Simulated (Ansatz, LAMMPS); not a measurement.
# How well does each level of theory give the lattice parameter c of wurtzite ZnS (high-temperature phase)?

Reference value: 6.261 Å (measured, temperature not stated, not corrected to a static lattice, our sources range from 6.234 to 6.261; as tabulated in Kisi, Elcombe, Acta Cryst. C 45, 1867 (1989), by the Crystallography Open …).

Problem. What do Stillinger–Weber CdTeZnSeHgS0.sw, PBE, PBE-D4, B3LYP (VWN-RPA form), Hartree–Fock give, and how far is each from the reference?

Solution. 
```
level (code)                               value (Å)  difference (%)
-----------------------------------------  ---------  --------------
Stillinger–Weber CdTeZnSeHgS0.sw (LAMMPS)      6.242           -0.30
PBE (Ansatz)                                   6.305           +0.70
PBE-D4 (Ansatz)                                6.237           -0.38
B3LYP (VWN-RPA form) (Ansatz)                  6.366           +1.68
Hartree–Fock (Ansatz)                          6.456           +3.11
```

Leaving aside Stillinger–Weber CdTeZnSeHgS0.sw (doubt noted below): The reference's temperature isn't stated, so close values are not ranked against it. Off by more than 1.75 %, or 2.45 % on the side where a correction would as a rule narrow the miss (bounds picked here): Hartree–Fock (+3.11 %).

The measured value isn't corrected to a static lattice, so vibrations enter the comparison.  Stillinger–Weber CdTeZnSeHgS0.sw: the potential file covers more elements than this solid holds. Cutoffs and k meshes differ between the levels. Ansatz's density-functional and Hartree–Fock values are scalar-relativistic unless marked +SOC, with PAW data made under PBE.

Empirical potentials (Stillinger–Weber CdTeZnSeHgS0.sw) are fitted to chosen data: where that held the value shown, agreement is built in, and what lay outside the fit can be far off.

Differences are worked out from the printed values.

Ansatz is a program for electronic structure.
